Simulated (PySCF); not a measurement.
## Nuclear quadrupole coupling in `[BH3-]Cl`

BClH3 (charge -1).
Z-matrix (Å and degrees, PBE0-D3(BJ)/def2-SVP geometry), rows numbered from 1:
```
B 
Cl  1  1.9436
H   1  1.2389  2  108.12
H   1  1.2389  2  108.12  3  -120.00
H   1  1.2389  2  108.13  3   120.00
```

Field gradients from the PBE0/pcSseg-1 density (PySCF, non-relativistic), principal values in atomic units, ordered |Vxx| ≤ |Vyy| ≤ |Vzz|:

| atom | Vxx | Vyy | Vzz |
| --- | --- | --- | --- |
| B1 | -0.1269 | -0.1269 | 0.2538 |
| Cl2 | -1.0245 | -1.0246 | 2.0491 |

Q: Find the asymmetry η = (Vxx − Vyy)/Vzz and the couplings χ = eQV/h (234.96 MHz × Q in barn × V in au), with Q(11B) = 0.04059 b, Q(35Cl) = −0.0817 b.

A: 
| atom | environment | nucleus | η | χzz (MHz) | χxx (MHz) | χyy (MHz) |
| --- | --- | --- | --- | --- | --- | --- |
| B1 | four-coordinate boron | 11B | 0.00 | 2.421 | -1.210 | -1.210 |
| Cl2 | chlorine bonded to B | 35Cl | 0.00 | -39.34 | 19.67 | 19.67 |

The gradient is axial or nearly so (η below 0.05) at B1 and Cl2. The tensor is traceless: Vxx + Vyy + Vzz = 0.

Q: What is Vzz at B1 in SI units (1 au = 9.71736 × 10²¹ V/m²)?

A: 0.2538 au = 2.466 × 10²¹ V/m².

Isolated species at its PBE0-D3(BJ)/def2-SVP geometry, gas phase. The pcSseg-1 basis has no diffuse functions, a weakness for an anion. A larger basis could move these couplings by a tenth or more.

These values come from a run that also computed NMR shieldings. Hardware: an x86-64 server with one thread, shared host. Cost: 2.2 s of wall time.
